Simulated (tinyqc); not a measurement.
Worked calculation: MP2 on RHF in the sto-3g basis, frozen core, for H2O, spin multiplicity 1. One step of it, computed by the program tinyqc.

Problem. Integrals over molecular orbitals. (pq|rs) = sum C_ip C_jq C_kr C_ls (ij|kl), one index at a time.

coefficients C, order 1O 1s, 1O 2s, 1O 2px, 1O 2py, 1O 2pz, 2H 1s, 3H 1s:
$$\begin{pmatrix}
0.994563 & -0.243217 & 0.000000 & 0.083803 & 0.000000 & -0.102145 & 0.000000 \\
0.023145 & 0.913463 & 0.000000 & -0.426242 & 0.000000 & 0.582172 & 0.000000 \\
0.000000 & 0.000000 & 0.000000 & 0.000000 & 1.000000 & 0.000000 & 0.000000 \\
0.000000 & 0.000000 & 0.598947 & 0.000000 & 0.000000 & 0.000000 & 0.903251 \\
0.002508 & 0.062161 & 0.000000 & 0.754528 & 0.000000 & 0.706698 & 0.000000 \\
-0.003990 & 0.133773 & 0.456251 & 0.348318 & 0.000000 & -0.679083 & -0.682212 \\
-0.003990 & 0.133773 & -0.456251 & 0.348318 & 0.000000 & -0.679083 & 0.682212
\end{pmatrix}$$

core Hamiltonian H = T + V (hartree), order 1O 1s, 1O 2s, 1O 2px, 1O 2py, 1O 2pz, 2H 1s, 3H 1s:
$$\begin{pmatrix}
-32.508864 & -7.562611 & 0.000000 & 0.000000 & -0.011438 & -1.013731 & -1.013731 \\
-7.562611 & -9.134841 & 0.000000 & 0.000000 & -0.141565 & -2.486293 & -2.486293 \\
0.000000 & 0.000000 & -7.291526 & 0.000000 & 0.000000 & 0.000000 & 0.000000 \\
0.000000 & 0.000000 & 0.000000 & -7.393044 & 0.000000 & -1.548836 & 1.548836 \\
-0.011438 & -0.141565 & 0.000000 & 0.000000 & -7.338887 & -1.089817 & -1.089817 \\
-1.013731 & -2.486293 & 0.000000 & -1.548836 & -1.089817 & -4.258383 & -0.737481 \\
-1.013731 & -2.486293 & 0.000000 & 1.548836 & -1.089817 & -0.737481 & -4.258383
\end{pmatrix}$$

Two-electron integrals (ij|kl) in chemists' order, unique and non-zero (hartree):
```
(11|11) 4.785065    (21|11) 0.741380    (21|21) 0.136873    (22|11) 1.118947
(22|21) 0.256633    (22|22) 0.817206    (31|31) 0.024477    (32|31) 0.037809
(32|32) 0.180518    (33|11) 1.115814    (33|21) 0.256684    (33|22) 0.817023
(33|33) 0.880159    (41|41) 0.024477    (42|41) 0.037809    (42|42) 0.180518
(43|43) 0.047444    (44|11) 1.115814    (44|21) 0.256684    (44|22) 0.817023
(44|33) 0.785270    (44|44) 0.880159    (51|51) 0.024477    (52|51) 0.037809
(52|52) 0.180518    (53|53) 0.047444    (54|54) 0.047444    (55|11) 1.115814
(55|21) 0.256684    (55|22) 0.817023    (55|33) 0.785270    (55|44) 0.785270
(55|55) 0.880159    (61|11) 0.099610    (61|21) 0.018254    (61|22) 0.034074
(61|33) 0.034007    (61|41) 0.000681    (61|42) 0.001288    (61|44) 0.034146
(61|51) 0.000465    (61|52) 0.000880    (61|54) 0.000095    (61|55) 0.034072
(61|61) 0.002465    (62|11) 0.268232    (62|21) 0.062406    (62|22) 0.223256
(62|33) 0.219284    (62|41) 0.003864    (62|42) 0.030857    (62|44) 0.227258
(62|51) 0.002639    (62|52) 0.021076    (62|54) 0.005447    (62|55) 0.223004
(62|61) 0.008502    (62|62) 0.078709    (63|31) 0.006206    (63|32) 0.037290
(63|43) 0.006230    (63|53) 0.004255    (63|63) 0.010622    (64|11) 0.168660
(64|21) 0.039714    (64|22) 0.151707    (64|33) 0.145004    (64|41) 0.008341
(64|42) 0.056888    (64|44) 0.162561    (64|51) 0.001459    (64|52) 0.013386
(64|54) 0.007736    (64|55) 0.147382    (64|61) 0.005623    (64|62) 0.065048
(64|64) 0.063780    (65|11) 0.115199    (65|21) 0.027126    (65|22) 0.103620
(65|33) 0.099042    (65|41) 0.001459    (65|42) 0.013386    (65|44) 0.102523
(65|51) 0.007202    (65|52) 0.046433    (65|54) 0.008608    (65|55) 0.109176
(65|61) 0.003840    (65|62) 0.044429    (65|64) 0.036308    (65|65) 0.035422
(66|11) 0.439924    (66|21) 0.103978    (66|22) 0.428633    (66|33) 0.412367
(66|41) 0.007579    (66|42) 0.085507    (66|44) 0.445292    (66|51) 0.005177
(66|52) 0.058403    (66|54) 0.022489    (66|55) 0.427727    (66|61) 0.014251
(66|62) 0.199466    (66|64) 0.188208    (66|65) 0.128551    (66|66) 0.774606
(71|11) 0.099610    (71|21) 0.018254    (71|22) 0.034074    (71|33) 0.034007
(71|41) -0.000681   (71|42) -0.001288   (71|44) 0.034146    (71|51) 0.000465
(71|52) 0.000880    (71|54) -0.000095   (71|55) 0.034072    (71|61) 0.002425
(71|62) 0.008212    (71|64) 0.005017    (71|65) 0.003714    (71|66) 0.013661
(71|71) 0.002465    (72|11) 0.268232    (72|21) 0.062406    (72|22) 0.223256
(72|33) 0.219284    (72|41) -0.003864   (72|42) -0.030857   (72|44) 0.227258
(72|51) 0.002639    (72|52) 0.021076    (72|54) -0.005447   (72|55) 0.223004
(72|61) 0.008212    (72|62) 0.060855    (72|64) 0.035296    (72|65) 0.033291
(72|66) 0.122165    (72|71) 0.008502    (72|72) 0.078709    (73|31) 0.006206
(73|32) 0.037290    (73|43) -0.006230   (73|53) 0.004255    (73|63) 0.007854
(73|73) 0.010622    (74|11) -0.168660   (74|21) -0.039714   (74|22) -0.151707
(74|33) -0.145004   (74|41) 0.008341    (74|42) 0.056888    (74|44) -0.162561
(74|51) -0.001459   (74|52) -0.013386   (74|54) 0.007736    (74|55) -0.147382
(74|61) -0.005017   (74|62) -0.035296   (74|64) -0.013139   (74|65) -0.018967
(74|66) -0.065969   (74|71) -0.005623   (74|72) -0.065048   (74|74) 0.063780
(75|11) 0.115199    (75|21) 0.027126    (75|22) 0.103620    (75|33) 0.099042
(75|41) -0.001459   (75|42) -0.013386   (75|44) 0.102523    (75|51) 0.007202
(75|52) 0.046433    (75|54) -0.008608   (75|55) 0.109176    (75|61) 0.003714
(75|62) 0.033291    (75|64) 0.018967    (75|65) 0.025798    (75|66) 0.072469
(75|71) 0.003840    (75|72) 0.044429    (75|74) -0.036308   (75|75) 0.035422
(76|11) 0.072959    (76|21) 0.017130    (76|22) 0.066546    (76|33) 0.065064
(76|44) 0.066515    (76|51) 0.001137    (76|52) 0.010860    (76|55) 0.067986
(76|61) 0.002305    (76|62) 0.022985    (76|64) 0.016635    (76|65) 0.014628
(76|66) 0.060698    (76|71) 0.002305    (76|72) 0.022985    (76|74) -0.016635
(76|75) 0.014628    (76|76) 0.008521    (77|11) 0.439924    (77|21) 0.103978
(77|22) 0.428633    (77|33) 0.412367    (77|41) -0.007579   (77|42) -0.085507
(77|44) 0.445292    (77|51) 0.005177    (77|52) 0.058403    (77|54) -0.022489
(77|55) 0.427727    (77|61) 0.013661    (77|62) 0.122165    (77|64) 0.065969
(77|65) 0.072469    (77|66) 0.269465    (77|71) 0.014251    (77|72) 0.199466
(77|74) -0.188208   (77|75) 0.128551    (77|76) 0.060698    (77|77) 0.774606
```

Give: one-electron integrals over orbitals h = C^T H C; Two-electron integrals over orbitals.

Solution.

one-electron integrals over orbitals h = C^T H C (hartree):
$$\begin{pmatrix}
-32.4926 & 0.5763 & 0.0000 & -0.1846 & 0.0000 & 0.2360 & 0.0000 \\
0.5763 & -7.5274 & 0.0000 & 0.5380 & 0.0000 & -1.1221 & 0.0000 \\
0.0000 & 0.0000 & -5.8110 & 0.0000 & 0.0000 & 0.0000 & -1.8186 \\
-0.1846 & 0.5380 & 0.0000 & -6.4359 & 0.0000 & -1.4022 & 0.0000 \\
0.0000 & 0.0000 & 0.0000 & 0.0000 & -7.2915 & 0.0000 & 0.0000 \\
0.2360 & -1.1221 & 0.0000 & -1.4022 & 0.0000 & -5.1810 & 0.0000 \\
0.0000 & 0.0000 & -1.8186 & 0.0000 & 0.0000 & 0.0000 & -5.4914
\end{pmatrix}$$

Two-electron integrals over orbitals (pq|rs), unique and non-zero (hartree); the lowest 1 orbital is frozen and left out:
```
(22|22) 0.7263     (32|32) 0.1236     (33|22) 0.5972     (33|33) 0.5713
(42|22) -0.0348    (42|33) 0.0032     (42|42) 0.1302     (43|32) 0.0314
(43|43) 0.0590     (44|22) 0.6574     (44|33) 0.5495     (44|42) -0.0892
(44|44) 0.6789     (52|52) 0.1537     (53|53) 0.0250     (54|52) -0.0404
(54|54) 0.0448     (55|22) 0.7599     (55|33) 0.5848     (55|42) -0.0795
(55|44) 0.6787     (55|55) 0.8802     (62|22) 0.1230     (62|33) 0.0579
(62|42) 0.0387     (62|44) 0.0572     (62|55) 0.1324     (62|62) 0.0903
(63|32) -0.0400    (63|43) -0.0441    (63|63) 0.0821     (64|22) 0.1420
(64|33) 0.0484     (64|42) -0.0470    (64|44) 0.1340     (64|55) 0.1611
(64|62) 0.0605     (64|64) 0.1064     (65|52) 0.0483     (65|54) 0.0083
(65|65) 0.0323     (66|22) 0.5753     (66|33) 0.5319     (66|42) 0.0446
(66|44) 0.5333     (66|55) 0.5631     (66|62) 0.0838     (66|64) 0.0541
(66|66) 0.5628     (72|32) 0.0612     (72|43) -0.0255    (72|63) 0.0260
(72|72) 0.0721     (73|22) 0.1790     (73|33) 0.0875     (73|42) -0.0721
(73|44) 0.1409     (73|55) 0.2096     (73|62) 0.0649     (73|64) 0.1077
(73|66) 0.0456     (73|73) 0.1613     (74|32) -0.0671    (74|43) -0.0188
(74|63) 0.0600     (74|72) -0.0178    (74|74) 0.0697     (75|53) 0.0240
(75|75) 0.0259     (76|32) 0.0817     (76|43) 0.0681     (76|63) -0.0724
(76|72) 3.37e-04   (76|74) -0.0602    (76|76) 0.1134     (77|22) 0.6052
(77|33) 0.5680     (77|42) -0.0220    (77|44) 0.5697     (77|55) 0.6065
(77|62) 0.0582     (77|64) 0.0578     (77|66) 0.5368     (77|73) 0.1035
(77|77) 0.5887
```
